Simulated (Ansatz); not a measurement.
HO2, doublet: up the ladder of correlation methods

Program: Ansatz, Gaussian basis, development build; BCCD by scripts on PySCF. Nonrelativistic, STO-3G, 2 core orbitals frozen. Perturbation and coupled-cluster methods stand on the Hartree–Fock determinant that coupled cluster favours; RHF here means ROHF, with semicanonical perturbation theory. The state met can differ between shapes. Small basis; these aren't basis-limit values. The unrestricted determinant is a mixture of spins, so it may stand for another state.

Shape A. A bond is stretched, to 1.35 times the sum of the covalent radii.

```csv
atom,x (Å),y (Å),z (Å)
O,0.0000,0.0000,0.0000
H,0.0000,1.2690,-0.3240
O,0.0000,0.0000,1.3300
```

Shape B. A bond is stretched, to 2.17 times the sum of the covalent radii.

```json
{"atom": "O", "x (Å)": "0.0000", "y (Å)": "0.0000", "z (Å)": "0.0000"}
{"atom": "H", "x (Å)": "0.0000", "y (Å)": "2.0398", "z (Å)": "-0.5208"}
{"atom": "O", "x (Å)": "0.0000", "y (Å)": "0.0000", "z (Å)": "1.3300"}
```

Shape C. A bond is stretched, to 2.04 times the sum of the covalent radii.

```
atom   x (Å)   y (Å)    z (Å)
   O  0.0000  0.0000   0.0000
   H  0.0000  0.9400  -0.2400
   O  0.0000  0.0000   2.6866
```

Correlation energy of CCSD(T), then each method's total less that of CCSD(T), in eV:

```json
{"case": "A RHF", "E corr CCSD(T)": "-3.351", "CCSD": "+0.066", "BCCD": "+0.106", "BCCD(T)": "+0.004", "determinant": "–"}
{"case": "B UHF", "E corr CCSD(T)": "-3.101", "CCSD": "+0.012", "BCCD": "+0.087", "BCCD(T)": "-0.052", "determinant": "⟨S²⟩ = 1.722"}
{"case": "C UHF", "E corr CCSD(T)": "-0.670", "CCSD": "0.000", "BCCD": "0.000", "BCCD(T)": "0.000", "determinant": "⟨S²⟩ = 1.751"}
```

(1) How far does full CI lie from CCSD(T) in each case, and where is CCSD(T) within 1 kcal/mol (0.043 eV)?

(2) Which method comes nearest to full CI in total energy for B UHF?

Results:

(1) A RHF: -0.060 eV (outside); B UHF: -0.099 eV (outside, spin-contaminated determinant); C UHF: -0.007 eV (within, spin-contaminated determinant).

(2) BCCD(T), 0.047 eV away; next CCSD(T) (0.099 eV), last BCCD (0.186 eV).

Several Brueckner solutions were met.
